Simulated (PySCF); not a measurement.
Species: cyclopropenethione, C3H2S.
InChI=1S/C3H2S/c4-3-1-2-3/h1-2H

The closed-shell ground state was solved at several levels (PySCF, density fitting, gas phase, non-relativistic). Isolated species at its PBE0-D3(BJ)/def2-SVP geometry, gas phase.

```tsv
level	basis functions	HOMO (eV)	LUMO (eV)	gap (eV)	dipole (D)
wB97X-D/def2-SVPD	103	-7.86	0.42	8.28	4.92
PBE/def2-SVPD	103	-4.92	-2.58	2.34	4.51
CAM-B3LYP/def2-SVPD	103	-7.32	-0.29	7.03	4.86
PBE0/aug-cc-pVTZ	234	-6.03	-1.49	4.54	4.74
PBE0/pcSseg-1	85	-6.00	-1.38	4.62	4.60
PBE0/6-31G*	64	-5.86	-1.08	4.78	4.82
PBE0/6-31+G*	80	-6.02	-1.43	4.59	4.81
PBE0/def2-SVP	70	-5.79	-1.25	4.54	4.42
PBE0/def2-SVPD	103	-6.06	-1.49	4.57	4.78
wB97X-D/pcSseg-2	179	-7.83	0.41	8.24	4.86
PBE0/aug-cc-pVDZ	114	-6.02	-1.48	4.54	4.78
BHandHLYP/def2-SVPD	103	-7.04	-0.33	6.71	5.03
```

(1) Estimate the row for B3LYP/def2-SVPD, a basis of 103 functions; the other rows only guide the guess.

(2) Over all these levels, which gives the widest orbital gap and which the narrowest?

(3) How much does the basis alone move the frontier levels among the 7 PBE0 rows?

(4) In the def2-SVPD basis, how does the gap go with the fixed share of exact exchange?

(5) How far do the dipole and the HOMO energy spread over the levels?

Results:

(1) HOMO -5.82 eV, LUMO -1.73 eV, gap 4.09 eV, dipole 4.71 D.

(2) wB97X-D/def2-SVPD (range-separated hybrid) has the widest, 8.28 eV, and PBE/def2-SVPD (GGA) the narrowest, 2.34 eV. The two share the basis. From the narrowest to the widest the HOMO moves by -2.94 eV and the LUMO by +3.00 eV.

(3) The HOMO by 0.27 eV and the LUMO by 0.41 eV. By rising basis size (HOMO, LUMO in eV): 6-31G* -5.86, -1.08; def2-SVP -5.79, -1.25; 6-31+G* -6.02, -1.43; pcSseg-1 -6.00, -1.38; def2-SVPD -6.06, -1.49; aug-cc-pVDZ -6.02, -1.48; aug-cc-pVTZ -6.03, -1.49.

(4) PBE (0 %) 2.34 eV; B3LYP (20 %) 4.09 eV; PBE0 (25 %) 4.57 eV; BHandHLYP (50 %) 6.71 eV. Each rise in the share widens the gap here.

(5) The dipole runs from 4.42 to 5.03 D (mean 4.76 D) and the HOMO from -7.86 to -4.92 eV.
